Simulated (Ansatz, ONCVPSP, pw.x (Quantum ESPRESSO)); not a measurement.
**What a changed setting does to a pw.x run (diamond Si)**

Potential: optimised norm-conserving Vanderbilt (ONCV), ONCVPSP 4.0.1.1 (patched build), PBE; core [Ne], reference 3s1 3p3; waves: 3s: rc 1.75 bohr, ncon 5, nbas 9, qcut 3.3 1/bohr, 2 projectors, debl 1.8 Ha; 3p: rc 1.75 bohr, ncon 4, nbas 8, qcut 3.9 1/bohr, 1 projector; d scattering state at 0.15 Ha: rc 1.35 bohr, ncon 4, nbas 7, qcut 8.1 1/bohr, 2 projectors, debl 1.6 Ha; local part: polynomial inside 1.35 bohr (lpopt 5, dvloc0 1 Ha); core correction: Teter function, fcfact 5.5, rcfact 1.35.

The reference run (k-mesh 8³, cutoffs 140/560 Ry, Fermi–Dirac 0.01 Ry, mixing_beta 0.4, conv_thr 1e-9, no spin) gives -0.67 GPa at 20.463 Å³/atom, where all-electron LAPW gives -0.05 GPa. This run, with its own iteration cap, changes nosym to true.

```
&control
  calculation='scf', prefix='x', pseudo_dir='./', outdir='./tmp', tstress=.true., disk_io='none'
/
&system
  ibrav=0, nat=2, ntyp=1, ecutwfc=140, ecutrho=560, nbnd=11,
  occupations='smearing', smearing='fd', degauss=0.01, nosym=.true.
/
&electrons
  conv_thr=1e-09, mixing_beta=0.4, electron_maxstep=50
/
ATOMIC_SPECIES
Si 1.0 Si.UPF
CELL_PARAMETERS angstrom
  0.00000000 2.73520428 2.73520428
  2.73520428 0.00000000 2.73520428
  2.73520428 2.73520428 0.00000000
ATOMIC_POSITIONS crystal
Si 0.0000 0.0000 0.0000
Si 0.2500 0.2500 0.2500
K_POINTS automatic
8 8 8 0 0 0
```

```bash
pw.x < Si.scf.in > Si.scf.out
```

Question: How does the run end?

Answer: It converges in 7 iterations; the free energy moves by +0.0 meV/atom and the pressure by +0.00 GPa. The result is that of the reference run.

```
lattice parameter (alat)  =       7.3098  a.u.
     unit-cell volume          =     276.1823 (a.u.)^3
     number of electrons       =         8.00
     number of Kohn-Sham states=           11
     kinetic-energy cutoff     =     140.0000  Ry
     charge density cutoff     =     560.0000  Ry
     scf convergence threshold =      1.0E-09
     Exchange-correlation= PBE
     number of k points=   260  Fermi-Dirac smearing, width (Ry)=  0.0100
     iteration #  1     ecut=   140.00 Ry     beta= 0.40
     total energy              =     -17.40881352 Ry
     estimated scf accuracy    <       0.10302814 Ry
     iteration #  2     ecut=   140.00 Ry     beta= 0.40
     total energy              =     -17.40297208 Ry
     estimated scf accuracy    <       0.02568788 Ry
     iteration #  3     ecut=   140.00 Ry     beta= 0.40
     total energy              =     -17.40501974 Ry
     estimated scf accuracy    <       0.00021461 Ry
     iteration #  4     ecut=   140.00 Ry     beta= 0.40
     c_bands:  1 eigenvalues not converged
     c_bands:  1 eigenvalues not converged
     c_bands:  1 eigenvalues not converged
     c_bands:  1 eigenvalues not converged
     c_bands:  1 eigenvalues not converged
     c_bands:  1 eigenvalues not converged
     [... 1 repeated lines left out ...]
     total energy              =     -17.40507775 Ry
     estimated scf accuracy    <       0.00001200 Ry
     iteration #  5     ecut=   140.00 Ry     beta= 0.40
     total energy              =     -17.40507943 Ry
     estimated scf accuracy    <       0.00000016 Ry
     iteration #  6     ecut=   140.00 Ry     beta= 0.40
     total energy              =     -17.40507954 Ry
     estimated scf accuracy    <       0.00000005 Ry
     iteration #  7     ecut=   140.00 Ry     beta= 0.40
     the Fermi energy is     6.2742 ev
!    total energy              =     -17.40507954 Ry
     estimated scf accuracy    <          1.3E-10 Ry
     smearing contrib. (-TS)   =      -0.00026947 Ry
     The total energy is F=E-TS. E is the sum of the following terms:
     one-electron contribution =       4.86935835 Ry
     hartree contribution      =       1.11178316 Ry
     xc contribution           =      -6.71109751 Ry
     ewald contribution        =     -16.67485408 Ry
     convergence has been achieved in   7 iterations
          total   stress  (Ry/bohr**3)                   (kbar)     P=       -6.70
     Message from routine punch:
     Nothing written, as per user request (disk_io='none')
```

The run took about 3.9 min on one core of a shared host (Neoverse-V2, 32 threads, 247 GiB, load 12).
